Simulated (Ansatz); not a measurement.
The same path of HO2S (4 atoms, charge -1, multiplicity 1) was run 3 times with different band settings. Lost on the way: O3–H4. Made: S2–H4.

Theory: Ansatz 0.2.0, RKS B3LYP-D4/def2-SVP.

Relaxed end points:

```xyz
4
Properties=species:S:1:pos:R:3
O -1.409 0.872 -0.390
S -0.512 0.310 0.771
O 0.681 -0.878 0.082
H 1.241 -0.304 -0.462
```

```xyz
4
Properties=species:S:1:pos:R:3
O -1.196 0.712 -0.359
S 0.002 0.174 0.409
O 0.062 -1.343 0.510
H 1.132 0.456 -0.559
```

Common settings: movable images 9; climbing image yes; spring 5.0 eV/Å²; start path through a guess of the saddle point; force threshold 0.05 eV/Å; end points relaxed.

| run | optimiser | iteration limit | largest step |
| --- | --- | --- | --- |
| 1 | quadratic models (default) | 60 | default |
| 2 | quadratic models (default) | 10 | default |
| 3 | lbfgs | 60 | 0.02 Å |

Q: What does each run give, and how far can it be trusted?

A: Run 1: converged after 10 iterations, highest image 1.796 eV above the first end. A vibrational analysis at the climbing image gives one clearly imaginary mode, 1562i cm⁻¹: a first-order saddle point.
Run 2: converged after 10 iterations, highest image 1.796 eV above the first end. Another band between the same ends (9 images) ends at a top of the same energy, where a vibrational analysis finds 1 clearly imaginary mode.
Run 3: converged after 38 iterations, highest image 1.796 eV above the first end. Another band between the same ends (9 images) ends at a top of the same energy, where a vibrational analysis finds 1 clearly imaginary mode.
The orbitals stay closed-shell, which can raise the energy where a bond breaks towards radicals; this wasn't checked here. Limits of this set-up: an anion without diffuse functions, the dipole of an ion depends on the origin.
